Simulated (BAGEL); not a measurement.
**doublet [C3H4F2]+: levels of theory compared**

We compute a comparison of 6 runs (UHF/STO-3G, UHF/3-21G, ROHF/6-31G*, UHF/6-31G*, ROHF/def2-SVP, UHF/def2-SVP) of doublet [C3H4F2]+. 

The calculation is run with BAGEL 1.2.2.

2 further runs of the same task are left out: 2 set aside as unsound or not needed.

### 1 The molecule

[C3H4F2]+: 9 atoms, total charge +1, spin state doublet. SMILES of the parent species: `C=CC(F)F`. Geometry: relaxed at PBE0-D4/def2-TZVP. This is one conformer, not always the lowest. That shape belongs to the parent species and isn't relaxed for this state.

Bond lengths: C1–C2 1.322 Å, C2–C3 1.490 Å, C3–F4 1.354 Å, C3–F5 1.363 Å, C1–H6 1.083 Å, C1–H7 1.083 Å, C2–H8 1.086 Å, C3–H9 1.097 Å. Some angles: C1–C2–C3 123.8°, C2–C3–F4 111.8°, C2–C3–F5 109.7°, F4–C3–F5 107.5°, C1–C2–H8 121.8°, C3–C2–H8 114.4°, C2–C1–H6 121.3°, C2–C1–H7 121.1°, C2–C3–H9 112.9°, F4–C3–H9 107.6°.

### 2 A single-point energy at UHF/STO-3G (density fitting with qzvpp-jkfit) (run 1)

Input file input.json:

```json
{ "bagel": [

{
  "title": "molecule",
  "basis": "sto-3g",
  "df_basis": "qzvpp-jkfit",
  "angstrom": true,
  "geometry": [
    { "atom": "C", "xyz": [      -0.521900,      -0.520600,      -1.183700 ] },
    { "atom": "C", "xyz": [       0.228000,      -0.538200,      -0.095400 ] },
    { "atom": "C", "xyz": [       0.252000,       0.558900,       0.913000 ] },
    { "atom": "F", "xyz": [      -0.462400,       1.634000,       0.503400 ] },
    { "atom": "F", "xyz": [       1.535300,       0.972500,       1.112300 ] },
    { "atom": "H", "xyz": [      -1.169700,       0.318600,      -1.407000 ] },
    { "atom": "H", "xyz": [      -0.507700,      -1.345300,      -1.885700 ] },
    { "atom": "H", "xyz": [       0.877500,      -1.376400,       0.137500 ] },
    { "atom": "H", "xyz": [      -0.142500,       0.250400,       1.888600 ] }
  ]
},

{ "title": "uhf", "charge": 1, "nopen": 1 },

{ "title": "print", "file": "orbitals.molden", "orbitals": true }

]}
```

Started as:

```
$ BAGEL_NUM_THREADS=1 BAGEL input.json > input.out
```

Output:

```text
* using 1 threads per process

  ===============================================================
  ===============================================================

  *** Geometry ***

  { "atom" : "C", "xyz" : [     -0.986248,     -0.983791,     -2.236869 ] },
  { "atom" : "C", "xyz" : [      0.430858,     -1.017051,     -0.180280 ] },
  { "atom" : "C", "xyz" : [      0.476211,      1.056168,      1.725320 ] },
[... 5 lines of this table left out ...]
  { "atom" : "H", "xyz" : [     -0.269286,      0.473187,      3.568937 ] },

  Number of auxiliary basis functions:      451

  Since a DF basis is specified, we compute 2- and 3-index integrals:
    o Being stored without compression. Storage requirement is 0.003 GB

  Number of basis functions:       29
  Number of electrons      :       40

    * METHOD: MOLECULE                             0.15

  *** Open-shell HF ***

  === Nuclear Repulsion ===
   176.6594452947

      * DIIS with orbital gradients will be used.

  === UHF iteration (sto-3g) ===
      0       -310.05798449          0.05343975           0.03
      1       -310.24962465          0.01421872           0.03
      2       -310.26378971          0.00453386           0.03
[... 16 lines of this table left out ...]
     19       -310.26616783          0.00000000           0.03
    * SCF iteration converged.

    * S^2 (UHF) is 0.7547

    * Permanent dipole moment:
           (    0.758861,     2.111622,     1.362322) a.u.

    * METHOD: UHF                                  0.61

    * METHOD: PRINT                                0.00

  ===============================================================
```

It took 0.93 s on 1 thread of Arm Neoverse V1, shared host; peak memory 0.084 GiB.

### 3 The energy at UHF/3-21G (density fitting with qzvpp-jkfit) (run 2)

Input file hf.json:

```json
{ "bagel" : [

{
  "title" : "molecule",
  "basis" : "3-21g",
  "df_basis" : "qzvpp-jkfit",
  "angstrom" : true,
  "geometry" : [
    { "atom" : "C", "xyz" : [   -0.521900,   -0.520600,   -1.183700 ] },
    { "atom" : "C", "xyz" : [    0.228000,   -0.538200,   -0.095400 ] },
    { "atom" : "C", "xyz" : [    0.252000,    0.558900,    0.913000 ] },
    { "atom" : "F", "xyz" : [   -0.462400,    1.634000,    0.503400 ] },
    { "atom" : "F", "xyz" : [    1.535300,    0.972500,    1.112300 ] },
    { "atom" : "H", "xyz" : [   -1.169700,    0.318600,   -1.407000 ] },
    { "atom" : "H", "xyz" : [   -0.507700,   -1.345300,   -1.885700 ] },
    { "atom" : "H", "xyz" : [    0.877500,   -1.376400,    0.137500 ] },
    { "atom" : "H", "xyz" : [   -0.142500,    0.250400,    1.888600 ] }
  ]
},
{ "title" : "uhf", "charge" : 1, "nopen" : 1 },
{ "title" : "print", "file" : "orbitals.molden", "orbitals" : true }

]}
```

Started as:

```
$ BAGEL_NUM_THREADS=1 BAGEL hf.json > hf.out
```

Output:

```text
* using 1 threads per process

  ===============================================================
  ===============================================================

  *** Geometry ***

  { "atom" : "C", "xyz" : [     -0.986248,     -0.983791,     -2.236869 ] },
  { "atom" : "C", "xyz" : [      0.430858,     -1.017051,     -0.180280 ] },
  { "atom" : "C", "xyz" : [      0.476211,      1.056168,      1.725320 ] },
[... 5 lines of this table left out ...]
  { "atom" : "H", "xyz" : [     -0.269286,      0.473187,      3.568937 ] },

  Number of auxiliary basis functions:      451

  Since a DF basis is specified, we compute 2- and 3-index integrals:
    o Being stored without compression. Storage requirement is 0.010 GB

  Number of basis functions:       53
  Number of electrons      :       40

    * METHOD: MOLECULE                             0.15

  *** Open-shell HF ***

  === Nuclear Repulsion ===
   176.6594452947

      * DIIS with orbital gradients will be used.

  === UHF iteration (3-21g) ===
      0       -312.50688700          0.05459388           0.05
      1       -312.65266829          0.03234130           0.05
      2       -312.69011200          0.01907574           0.05
[... 17 lines of this table left out ...]
     20       -312.71167027          0.00000001           0.06
    * SCF iteration converged.

    * S^2 (UHF) is 0.7540

    * Permanent dipole moment:
           (    1.011193,     2.562798,     1.465153) a.u.

    * METHOD: UHF                                  1.27

    * METHOD: PRINT                                0.01

  ===============================================================
```

Run time: 1.6 s. Hardware: 1 thread of Arm Neoverse V1, shared host; peak memory 0.084 GiB.

Runs 3 to 5 aren't shown in full; the table further down has their settings and results.

### 4 A single-point energy at UHF/def2-SVP (density fitting with qzvpp-jkfit) (run 6)

Input file hf.json:

```json
{ "bagel": [

{
  "title": "molecule",
  "basis": "svp",
  "df_basis": "qzvpp-jkfit",
  "angstrom": true,
  "geometry": [
    { "atom": "C", "xyz": [   -0.521900,   -0.520600,   -1.183700 ] },
    { "atom": "C", "xyz": [    0.228000,   -0.538200,   -0.095400 ] },
    { "atom": "C", "xyz": [    0.252000,    0.558900,    0.913000 ] },
    { "atom": "F", "xyz": [   -0.462400,    1.634000,    0.503400 ] },
    { "atom": "F", "xyz": [    1.535300,    0.972500,    1.112300 ] },
    { "atom": "H", "xyz": [   -1.169700,    0.318600,   -1.407000 ] },
    { "atom": "H", "xyz": [   -0.507700,   -1.345300,   -1.885700 ] },
    { "atom": "H", "xyz": [    0.877500,   -1.376400,    0.137500 ] },
    { "atom": "H", "xyz": [   -0.142500,    0.250400,    1.888600 ] }
  ]
},
{ "title": "uhf", "charge": 1, "nopen": 1 },
{ "title": "print", "file": "orbitals.molden", "orbitals": true }

]}
```

Started as:

```
$ BAGEL_NUM_THREADS=1 BAGEL hf.json > hf.out
```

Output:

```text
* using 1 threads per process

  ===============================================================
  ===============================================================

  *** Geometry ***

  { "atom" : "C", "xyz" : [     -0.986248,     -0.983791,     -2.236869 ] },
  { "atom" : "C", "xyz" : [      0.430858,     -1.017051,     -0.180280 ] },
  { "atom" : "C", "xyz" : [      0.476211,      1.056168,      1.725320 ] },
[... 5 lines of this table left out ...]
  { "atom" : "H", "xyz" : [     -0.269286,      0.473187,      3.568937 ] },

  Number of auxiliary basis functions:      451

  Since a DF basis is specified, we compute 2- and 3-index integrals:
    o Being stored without compression. Storage requirement is 0.029 GB

  Number of basis functions:       90
  Number of electrons      :       40

    * METHOD: MOLECULE                             0.21

  *** Open-shell HF ***

  === Nuclear Repulsion ===
   176.6594452947

      * DIIS with orbital gradients will be used.

  === UHF iteration (svp) ===
      0       -313.93666410          0.03657857           0.11
      1       -314.09899635          0.02321154           0.11
      2       -314.15041714          0.01410214           0.11
[... 20 lines of this table left out ...]
     23       -314.18722951          0.00000001           0.11
    * SCF iteration converged.

    * S^2 (UHF) is 0.7544

    * Permanent dipole moment:
           (    0.987417,     2.499862,     1.459371) a.u.

    * METHOD: UHF                                  2.70

    * METHOD: PRINT                                0.02

  ===============================================================
```

Wall time 3.3 s (1 thread of Arm Neoverse V1, shared host); peak memory 0.12 GiB.

### 5 The series

| run | level | energy (Eh) | ⟨S²⟩ | wall time |
| --- | --- | --- | --- | --- |
| 1 | UHF/STO-3G (density fitting with qzvpp-jkfit) | -310.266168 | 0.755 | 0.93 s |
| 2 | UHF/3-21G (density fitting with qzvpp-jkfit) | -312.711670 | 0.754 | 1.6 s |
| 3 | ROHF/6-31G* (density fitting with qzvpp-jkfit, spherical functions) | -314.432656 | 0.750 | 2.4 s |
| 4 | UHF/6-31G* (density fitting with qzvpp-jkfit, spherical functions) | -314.434888 | 0.754 | 2.5 s |
| 5 | ROHF/def2-SVP (density fitting with qzvpp-jkfit) | -314.185011 | 0.750 | 2.8 s |
| 6 | UHF/def2-SVP (density fitting with qzvpp-jkfit) | -314.187230 | 0.754 | 3.3 s |

### 6 What came out

```
           quantity          value
run 6: total energy  -314.18723 Eh
        run 6: ⟨S²⟩          0.754
```

In words: In run 1 the basis is minimal, so the values are rough. All runs together took 14 s, the longest 3.3 s.
